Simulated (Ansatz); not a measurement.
Two isomers of C2H5NO: A = `NC1CO1`, B = `CC(=N)O`.

Calculated with Ansatz (gas phase, PBE0-D4/def2-TZVP geometries, no zero-point term in ΔE). CCSD(T)/CBS adds triple-zeta CCSD(T) − MP2 to the extrapolated MP2 energy (def2 sets, frozen cores). DFT in def2-TZVPP. B3LYP here is the variant with VWN-RPA as its local correlation; programs differ in this. Each species was taken in one conformer, which may not be the lowest.

Task: Which isomer does CCSD(T)/CBS put lower? Give the gap. (Best estimate.)

Result: Computed: B, by 31.5 kcal/mol.

Task: Give E(B) − E(A) in kcal/mol with CCSD(T)/def2-TZVPP, ωB97M-V, MP2/def2-TZVPP, r2SCAN-D4, PBE0-D4, B3LYP, B2PLYP. (Estimate.)

Result: The calculation gave: CCSD(T)/def2-TZVPP -31.6, ωB97M-V -31.1, MP2/def2-TZVPP -30.7, r2SCAN-D4 -31.3, PBE0-D4 -29.5, B3LYP -32.6, B2PLYP -32.3. None reverses the order clearly.

Task: Does the order hold for the free energy at 298.15 K (harmonic terms from PBE0-D4)? (Estimate.)

Result: Ansatz gave: Yes: G(B) − G(A) = -32.4 kcal/mol, for one conformer each.

Largest T1 diagnostic: 0.013.

Leaving LDA and LC-ωPBE aside and taking each functional with its dispersion term where it has one, the values, not all of them listed here, spread over 4.0 kcal/mol, from BLYP-D4 to ωB97X-V. LDA lies +0.8 kcal/mol from PBE without D4. At CCSD(T), def2-SVP lies −1.2 kcal/mol from the extrapolated value and def2-TZVPP −0.1 kcal/mol.
